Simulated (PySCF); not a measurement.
**Nuclear quadrupole coupling in `COCCC#[O+]`**

Compound: C₄H₇O₂ (charge +1).
Geometry (GFN2-xTB, Å), atoms numbered from 1 in this order:
```xyz
13
C4H7O2 angstrom
C      2.0355    0.0749   -0.1587
O      0.6510    0.3135   -0.3767
C     -0.1873   -0.3815    0.4930
C     -1.6280   -0.2892   -0.1346
C     -1.8888    1.0421   -0.4018
O     -2.0423    2.1278   -0.6039
H      2.2684   -0.9877   -0.2684
H      2.5585    0.6450   -0.9217
H      2.3410    0.4168    0.8329
H      0.0895   -1.4438    0.5690
H     -0.1954    0.0581    1.5010
H     -2.3771   -0.7279    0.5360
H     -1.6294   -0.8474   -1.0839
```

Field gradients from the PBE0/pcSseg-1 density (PySCF, non-relativistic), principal values in atomic units, ordered |Vxx| ≤ |Vyy| ≤ |Vzz|:

```json
{"atom": "O2", "Vxx": "0.0412", "Vyy": "2.0221", "Vzz": "-2.0632"}
{"atom": "O6", "Vxx": "0.1631", "Vyy": "0.2277", "Vzz": "-0.3908"}
```

Task: Find the asymmetry η = (Vxx − Vyy)/Vzz and the couplings χ = eQV/h (234.96 MHz × Q in barn × V in au), with Q(17O) = −0.0256 b.

Result: 
| atom | environment | nucleus | η | χzz (MHz) | χxx (MHz) | χyy (MHz) |
| --- | --- | --- | --- | --- | --- | --- |
| O2 | ether oxygen | 17O | 0.96 | 12.41 | -0.25 | -12.16 |
| O6 | oxygen bonded to C | 17O | 0.17 | 2.350 | -0.981 | -1.370 |

At O2 η is above 0.9: Vyy and Vzz are nearly equal in size and opposite in sign, so a small change could swap them and flip the sign of χzz. 

Task: What is Vzz at O2 in SI units (1 au = 9.71736 × 10²¹ V/m²)?

Result: -2.0632 au = -20.049 × 10²¹ V/m².

Task: And the gradient at the other heavy atoms, for which no coupling is worked out here?

Result: 
```tsv
atom	environment	Vzz (au)	η
C1	methoxy carbon	0.512	0.09
C3	sp3 carbon bound to oxygen	-0.356	0.74
C4	chain CH2 carbon	0.299	0.16
C5	triply bonded carbon	-0.694	0.04
```

Were the hydrogens deuterons (Q(2H) = 0.00286 b), χzz would run from 182 kHz (H10 and H11) to 203 kHz (H8).

One conformer (not necessarily the lowest) at the GFN2-xTB geometry, without solvent, vibrations or thermal averaging. GFN2-xTB bond lengths can be off by several hundredths of an ångström, more for odd bonds, and the gradients follow them. With a basis this small, the couplings can be 20 % off.
